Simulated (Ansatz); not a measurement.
A made-up structure of MgBH3O, closed shell:

| atom | x (Å) | y (Å) | z (Å) |
| --- | --- | --- | --- |
| B1 | -0.9099 | 0.2905 | -0.9353 |
| O2 | -0.0074 | -0.0001 | -0.0103 |
| Mg3 | 1.2142 | -0.3886 | 1.2473 |
| H4 | 1.8396 | 1.0979 | 1.8454 |
| H5 | -1.6820 | 1.2114 | -0.7733 |
| H6 | 2.3610 | -0.7528 | 2.4278 |

It is relaxed with PBE-D4/def2-SVP and then PBE0-D4/def2-TZVP (Ansatz 0.2.0). Atoms count as bonded within 1.22 times the sum of their covalent radii (H–H: 0.88 Å). The end point is not checked to be a true minimum.

Does its bonding change? (Judge from chemistry; the calculation decides.)

Computed: No: no bond forms or breaks.

Where it ends: The first stage lowers the energy by 2.65 eV in 14 steps. It ends as MgBH₃O ([BH][O][MgH2]):
| atom | x (Å) | y (Å) | z (Å) |
| --- | --- | --- | --- |
| B1 | -0.9002 | 0.3926 | -0.5312 |
| O2 | 0.0117 | 0.2928 | 0.2439 |
| Mg3 | 1.6297 | 0.1163 | 1.6206 |
| H4 | 2.0356 | 1.7566 | 1.9701 |
| H5 | -1.7896 | 0.4900 | -1.2871 |
| H6 | 1.8284 | -1.5900 | 1.7853 |

Labels in which every atom is bracketed show which atoms are joined, not bond orders.

For scale, one of the runs: PBE0-D4/def2-TZVP relaxation, 112 basis functions, launched by `ansatz run in.yaml --threads 2 --pin off --events-out ev --progress --plain --max-ram 4352MiB`. The run took about 20 s on 2 CPU threads of an Arm Neoverse V1 (shared host).
